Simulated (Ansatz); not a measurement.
Task: harmonic frequencies at the relaxed geometry of Al₂H₄, SMILES [AlH2][AlH2], with the Python package of Ansatz (0.2.0). Give the script and its output. Use (for the species named): MP2, def2-SVP basis, multiplicity 1.

```xyz
6

Al   -0.6159   -1.1018   -0.1009
Al    0.6454    1.0417    0.1049
H    -2.1131   -1.1907    0.5996
H    -0.0170   -2.2593   -0.9826
H     2.0671    1.1727   -0.6380
H     0.0756    2.2735    0.9707
```

`al2h4.py`
```python
# -*- coding: utf-8 -*-
"""Harmonic frequencies of Al2H4 at its relaxed geometry."""

import warnings

import ansatz as az
from ase import Atoms
import numpy as np

warnings.simplefilter("ignore", az.DeckWarning)

atoms = Atoms(["Al", "Al", "H", "H", "H", "H"], positions=[
    [-0.6159, -1.1018, -0.1009],
    [0.6454, 1.0417, 0.1049],
    [-2.1131, -1.1907, 0.5996],
    [-0.017, -2.2593, -0.9826],
    [2.0671, 1.1727, -0.638],
    [0.0756, 2.2735, 0.9707],
])
al2h4 = az.Crystal.molecule_from_ase(atoms)

calc = (
    al2h4.calculation()
    .basis(gaussian="def2-SVP")
    .correlation("mp2")
)
symbols = [site.symbol for site in al2h4.cartesian_sites]
start = np.array([site.position_ang for site in al2h4.cartesian_sites], dtype=float)
def progress(event):
    if event["event"] == "relax_step":
        row = event["data"]
        print(f"step {row['step']:3d}  E = {row['lagrangian_ev']:.6f} eV  largest force component {row['allowed_force_max_ev_ang']:.4f} eV/A")


report = calc.relax(force_tolerance=0.003).session().plan().execute(on_event=progress).report
end = np.array(report["positions_ang"])

print("final positions (A) and the move of each atom")
for symbol, xyz, old in zip(symbols, end, start):
    print(f"{symbol:2s} {xyz[0]:10.5f} {xyz[1]:10.5f} {xyz[2]:10.5f}   {np.linalg.norm(xyz - old):7.4f}")

# same settings at the minimum
minimum = az.Crystal.molecule()
for symbol, place in zip(symbols, end):
    minimum = minimum.atom(symbol, place.tolist())
vibrating = minimum.calculation()
vibrating = vibrating.basis(gaussian="def2-SVP").correlation("mp2")
vibrating = vibrating.phonons(temperatures=(200, 600, 100))
vib = vibrating.run(threads=1, pin="off").report["vibrations"]
sums = vib["harmonic_sums"]
modes = [m["omega_inv_cm"] for m in sums["modes_at_gamma"] if m["rigid_motion"] == "no"]
print("frequencies (1/cm):", " ".join(f"{w:.0f}" for w in modes))
print("imaginary modes:", sum(w < 0 for w in modes), " zero-point energy:", round(sums["zero_point_energy_ev"], 4), "eV")
print("T (K)   F_vib (eV)   S_vib (meV/K)   C_vib (meV/K)")
for row in zip(sums["temperatures_k"], sums["vibrational_free_energy_ev"], vib["entropy_ev_per_k"], vib["heat_capacity_ev_per_k"]):
    print(f"{row[0]:6.1f} {row[1]:11.4f} {1000 * row[2]:13.4f} {1000 * row[3]:15.4f}")

# all hydrogen replaced by deuterium
heavier = vibrating.phonons(masses={"H": 2.014102}).run(threads=1, pin="off").report["vibrations"]["harmonic_sums"]
print("deuterated (1/cm):", " ".join(f"{m['omega_inv_cm']:.0f}" for m in heavier["modes_at_gamma"] if m["rigid_motion"] == "no"))
print("zero-point energy falls by", round(sums["zero_point_energy_ev"] - heavier["zero_point_energy_ev"], 4), "eV")
```

Running `python al2h4.py` prints:
```text
step   1  E = -13227.155357 eV  largest force component 1.1941 eV/A
step   2  E = -13227.270664 eV  largest force component 0.1586 eV/A
step   3  E = -13227.285153 eV  largest force component 0.0655 eV/A
step   4  E = -13227.285583 eV  largest force component 0.0127 eV/A
step   5  E = -13227.285738 eV  largest force component 0.0031 eV/A
step   6  E = -13227.288376 eV  largest force component 0.0096 eV/A
step   7  E = -13227.293096 eV  largest force component 0.1361 eV/A
step   8  E = -13227.296916 eV  largest force component 0.2177 eV/A
step   9  E = -13227.305112 eV  largest force component 0.2163 eV/A
step  10  E = -13227.321956 eV  largest force component 0.2219 eV/A
step  11  E = -13227.322283 eV  largest force component 0.4015 eV/A
step  12  E = -13227.350121 eV  largest force component 0.0159 eV/A
step  13  E = -13227.352368 eV  largest force component 0.0078 eV/A
step  14  E = -13227.352985 eV  largest force component 0.0418 eV/A
step  15  E = -13227.353073 eV  largest force component 0.0328 eV/A
step  16  E = -13227.353346 eV  largest force component 0.0117 eV/A
step  17  E = -13227.353362 eV  largest force component 0.0003 eV/A
final positions (A) and the move of each atom
Al   -0.66814   -1.11352   -0.11822    0.0563
Al    0.68221    1.09220    0.10277    0.0625
H    -2.22410   -1.11517   -0.42855    1.0369
H     0.01654   -2.53491    0.04957    1.0689
H     1.37949    1.77597   -1.14766    1.0471
H     0.85611    1.83153    1.49578    1.0393
frequencies (1/cm): 141 324 324 359 572 572 784 845 1958 1970 1970 1977
imaginary modes: 0  zero-point energy: 0.7311 eV
T (K)   F_vib (eV)   S_vib (meV/K)   C_vib (meV/K)
 200.0      0.7178        0.1929          0.3083
 300.0      0.6908        0.3457          0.4453
 400.0      0.6490        0.4874          0.5390
 500.0      0.5938        0.6158          0.6123
 600.0      0.5263        0.7330          0.6743
deuterated (1/cm): 99 235 235 344 436 436 568 616 1398 1413 1428 1428
zero-point energy falls by 0.1959 eV
```

Reading the output:
- Total energies depend on the basis set; only differences at equal settings carry meaning.
- The frequencies are harmonic and unscaled, in a modest basis.
- The whole script took 49 s on 1 thread of Arm Neoverse V1, on a shared host, peak memory 0.19 GiB.
